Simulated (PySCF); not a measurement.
Core-level binding energies of (NaH)3 ring

Compound: (NaH)3 ring, Na3H3.
Cartesian coordinates in Å at the PBE0-D3(BJ)/def2-SVP level; atoms count from 1:
```xyz
6
Na3H3 angstrom
Na     0.4154    1.1672   -1.5301
H      2.0271    0.2559   -0.6301
Na     1.4531   -0.9284    0.9565
H     -0.4493   -1.2620    1.6609
Na    -1.8692   -0.2419    0.5762
H     -1.5770    1.0091   -1.0334
```

Computed, not measured: PySCF 2.14.0, delta-SCF UKS SCAN, pcX-2 on the ionised atom, pcseg-1 elsewhere, spin-free X2C. Each binding energy is the total energy of the core-ionised species, with the hole localised on one atom, minus that of the ground state; both are solved self-consistently, so orbital relaxation is included.

Question: List the computed XPS lines with their assignment.

Answer: 
```json
{"atom(s)": "Na1/Na3/Na5", "bonded to": "2 H", "level": "Na 1s", "binding energy (eV)": "1077.38", "count": "3"}
```

Question: Which photon wavelength matches the Na 1s of Na1/Na3/Na5 threshold?

Answer: λ = hc/E = 12398.42 eV Å / 1077.38 eV = 11.508 Å.

Question: Which photon energy gives electrons from Na 1s of Na1/Na3/Na5 a kinetic energy of 200 eV, and what is their de Broglie wavelength?

Answer: hν = 1077.38 + 200 = 1277.38 eV, recoil neglected; λ = 12.264 Å/√(E/eV) = 0.87 Å.

Atoms equivalent by their bonding share one computed value, that of the first of them. Isolated species at its PBE0-D3(BJ)/def2-SVP geometry, gas phase.
